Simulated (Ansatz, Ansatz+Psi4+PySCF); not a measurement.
| atom | x (Å) | y (Å) | z (Å) |
| --- | --- | --- | --- |
| C | 0.0000 | 0.7564 | 0.0000 |
| C | 0.0000 | -0.7564 | 0.0000 |
| O | 1.0461 | 1.3899 | 0.0000 |
| H | -0.9999 | 1.2282 | 0.0000 |
| O | -1.0461 | -1.3899 | 0.0000 |
| H | 0.9999 | -1.2282 | 0.0000 |

Basis set: cc-pVTZ (spherical functions). Frozen core: 4 orbitals. Charge 0, multiplicity 1.

Computed with Ansatz (development build ahead of 0.2.0); each method stands on the lowest determinant of its kind that the runs found. Restricted open shells among the atoms or ions are ROHF, correlated in semicanonical orbitals with singles.

The atomization energy at this shape (free ground-state atoms in the same class of orbitals less the molecule, no zero-point energy) of singlet C₂H₂O₂:

| method | atomization energy |
| --- | --- |
| RHF | 431.35 kcal/mol |

Question: What does RHF-MP2 give?

Answer: 637.81 kcal/mol. Caution: unrestricted orbitals would lower the determinant.
